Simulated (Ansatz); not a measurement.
`FC(F)C(Cl)Cl` → 2 C• + 2 Cl• + 2 F• + 2 H•  (atomization)

Isolated molecules relaxed with PBE0-D4/def2-TZVP in Ansatz; ΔE leaves out vibrations. CCSD(T)/CBS adds triple-zeta CCSD(T) − MP2 to the extrapolated MP2 energy (def2 sets, frozen cores). This one scheme is used for every species, atoms too. DFT in def2-TZVPP. No spin–orbit coupling; open shells (•) take unrestricted orbitals. Spin–orbit coupling would lower the free atoms: a little for C, Cl, F. One conformer a species, not always the lowest.

(1) What is ΔE at CCSD(T)/CBS? (Best estimate.)

(2) What do these levels give: revPBE-D4, BLYP-D4, MP2/def2-SVP, CCSD/def2-TZVPP, HF/def2-QZVPP, MP2/CBS(def2)? (An estimate is asked.)

Largest T1 diagnostic among the species: 0.011.

## Answers

(1) The calculation gave: +2876.9 kJ/mol.

(2) Computed: revPBE-D4 2901.5, BLYP-D4 2870.3, MP2/def2-SVP 2801.9, CCSD/def2-TZVPP 2720.3, HF/def2-QZVPP 1968.3, MP2/CBS(def2) 2998.1 kJ/mol.

In def2-TZVPP, CCSD(T) changes the Hartree–Fock value by +822.1 kJ/mol (the triples alone add +67.3 kJ/mol) and MP2 by +943.3 kJ/mol; breaking electron pairs costs correlation energy, which Hartree–Fock lacks. From r2SCAN to r2SCAN0 (25 % exact exchange), in def2-TZVPP and without D4, ΔE moves by −79.9 kJ/mol: exact exchange takes away binding that semilocal exchange gives to molecules.

For atomizations the MP2-based limit and the directly extrapolated one differ by several kJ/mol either way, and by 10 to 25 for some Ge, Se and Sn compounds, so smaller differences from it don't rank the levels.
